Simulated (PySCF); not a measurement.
# C2H5ClO2S: the cost of one run

The runs use PySCF 2.14.0, with density-fitted response routines of our own; the level of theory stands in each step. All values are computed, except where a source is named. Atoms are numbered from 0 throughout.

## Step 1: The molecule as given

11 atoms, charge 0, multiplicity 1; geometry from: GFN2-xTB. The atoms were then displaced at random by about 0.01 Å, so the start is not that level's minimum.

Bonds of the start (Å): C0–C1 1.47, C1–S2 1.79, S2–O3 1.42, S2–O4 1.44, S2–Cl5 2.05, C0–H6 1.09, C0–H7 1.09, C0–H8 1.11, C1–H9 1.08, C1–H10 1.10.

## Step 2: Geometry optimisation at PBE0-D3(BJ)/def2-TZVP

What the job is given:

```
{"job": {"xc": "PBE0", "basis": "def2-TZVP", "d3": "d3bj", "grid": 2, "shake": 0.01, "kind": "geom"}, "charge": 0, "multiplicity": 1}
C     -1.232030     0.290280    -0.278450
C     -0.282460    -0.402400     0.610420
S      1.328930    -0.258000    -0.165210
O      1.317300    -0.595540    -1.542850
O      2.347780    -0.872220     0.645730
Cl     1.661230     1.761060    -0.061020
H     -2.267090     0.161430     0.052120
H     -1.137960    -0.060470    -1.301090
H     -1.048270     1.388860    -0.274570
H     -0.459500    -1.469800     0.687460
H     -0.189810     0.030960     1.611800
```

Started as:

```
> OMP_NUM_THREADS=1 python probes_run.py task.json out
```

One launch serves the whole session: the jobs run in the order shown.

Q: Estimate the wall time and peak memory of this first job on 1 thread of Arm Neoverse N1, shared host.

About 4.9 min, with a peak of 1.1 GiB.
